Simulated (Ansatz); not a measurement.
Molecule (SMILES): [PH2] (PH2), doublet.
Atoms: P1, H2, H3. Bonds: P1-H2, P1-H3.

Basis-set convergence of the harmonic zero-point energy at PBE with Ansatz (a first-principles code). Each level at its own minimum, finite differences of forces, unscaled; the reference is a large set that could be run, not a limit. Cartesian d functions, on some or all atoms, in 6-31+G*, 6-311+G**; all else is spherical. The program fits the integrals of some runs and decomposes those of others, by size. Core-valence sets carry the plain set on hydrogen. Open shells are unrestricted. No added dispersion term, no relativity. Reference: the value in def2-QZVPPD, 8.16 kcal/mol. Deviations are taken from unrounded values.

```json
[
 {"basis": "6-31+G*", "functions": "27", "harmonic zero-point energy (kcal/mol)": "8.23", "minus reference (kcal/mol)": "0.07"},
 {"basis": "6-311+G**", "functions": "43", "harmonic zero-point energy (kcal/mol)": "8.15", "minus reference (kcal/mol)": "-0.01"},
 {"basis": "aug-pcseg-1", "functions": "45", "harmonic zero-point energy (kcal/mol)": "8.17", "minus reference (kcal/mol)": "0.01"},
 {"basis": "6-311++G(2d,2p)", "functions": "55", "harmonic zero-point energy (kcal/mol)": "8.13", "minus reference (kcal/mol)": "-0.03"},
 {"basis": "6-311++G(3df,3pd)", "functions": "83", "harmonic zero-point energy (kcal/mol)": "8.16", "minus reference (kcal/mol)": "0.00"},
 {"basis": "cc-pCVTZ", "functions": "87", "harmonic zero-point energy (kcal/mol)": "8.14", "minus reference (kcal/mol)": "-0.01"},
 {"basis": "aug-pcseg-2", "functions": "96", "harmonic zero-point energy (kcal/mol)": "8.14", "minus reference (kcal/mol)": "-0.01"}
]
```

The smallest set listed that lies within 0.05 kcal/mol of the reference with all its larger relatives (same family, alike in diffuse functions; a set with none counts only in the reference's own line) is 6-311+G** (43 functions, -0.01 kcal/mol off). Inside, with no larger relative to test it: cc-pCVTZ.
